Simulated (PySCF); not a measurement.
```
wavenumber (cm⁻¹)  absorption (km/mol per cm⁻¹)
                0                         0.004
               31                         0.005
               63                         0.006
               94                         0.008
              126                         0.012
              157                         0.020
              189                         0.036
              220                         0.085
              252                         0.289
              283                         0.415
              315                         0.115
              346                         0.045
              378                         0.023
              409                         0.014
              441                         0.009
              472                         0.007
              504                         0.005
              535                         0.004
              567                         0.003
              598                         0.003
              630                         0.002
              661                         0.002
              693                         0.002
              724                         0.001
              756                         0.001
              787                         0.001
              819                         0.001
              850                         0.001
              882                         0.001
              913                         0.001
              945                         0.001
              976                         0.001
             1008                         0.001
             1039                         0.000
             1071                         0.000
             1102                         0.000
             1134                         0.000
             1165                         0.000
             1197                         0.000
             1228                         0.000
             1260                         0.000
             1291                         0.000
             1323                         0.000
             1354                         0.000
             1386                         0.000
             1417                         0.000
             1449                         0.000
             1480                         0.000
             1512                         0.001
             1543                         0.001
             1575                         0.002
             1606                         0.008
             1638                         0.009
             1669                         0.003
             1701                         0.001
             1732                         0.001
             1764                         0.000
             1795                         0.000
             1827                         0.000
             1858                         0.000
```

This is the computed harmonic infrared spectrum of singlet [SO2]2+, Lorentzian lines of 46 cm⁻¹ full width. Method: PBE0 in PySCF with S def2-TZVP, O def2-TZVP; no relativity; density-fitted integrals.

**Question.** Which bands make it up, and how are they assigned?

**Answer.** In D∞h symmetry, counting bands above 1 % of the strongest: 272 cm⁻¹ (πu, bend, 37 km/mol); 1624 cm⁻¹ (σu+, stretch, 0.9 km/mol).

Other isomers or separated fragments may lie lower.
